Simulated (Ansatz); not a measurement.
# Ag: computed properties

Level of theory: DFT r2SCAN, scalar-relativistic, plane waves, PAW (Ansatz 0.2.0).

Cutoff 500 eV; k points 18×18×18 on the computed 3-atom cell (Γ-centred); Gaussian smearing, width 0.10 eV; no spin polarisation.

The structure is relaxed at this level of theory with its symmetry kept. This form isn't the element's structure at ambient conditions.

```cif
data_structure
_symmetry_space_group_name_H-M 'R-3m:H'
_symmetry_Int_Tables_number 166
_cell_length_a 2.9047
_cell_length_b 2.9047
_cell_length_c 21.3218
_cell_angle_alpha 90.000
_cell_angle_beta 90.000
_cell_angle_gamma 120.000
_cell_volume 155.80
loop_
_atom_site_label
_atom_site_type_symbol
_atom_site_symmetry_multiplicity
_atom_site_Wyckoff_symbol
_atom_site_fract_x
_atom_site_fract_y
_atom_site_fract_z
_atom_site_occupancy
Ag1 Ag 3 a 0.00000 0.00000 0.00000 1
Ag2 Ag 6 c 0.00000 0.00000 0.77771 1
```

* Space group: R-3m (No. 166)
* Volume per atom: 17.31 Å³
* Formation energy from the elements' standard states (uncorrected): +0.004 eV/atom
* Generalised Kohn–Sham band gap: none (metal)
* Density of states at the Fermi level: 0.81 states/eV per cell
* Bader charges (e): Ag (1 in the cell) 0.00, Ag (2 in the cell) 0.00

Cost: 1 run of about 4.8 core-minutes, on Arm Neoverse V2 (shared hosts).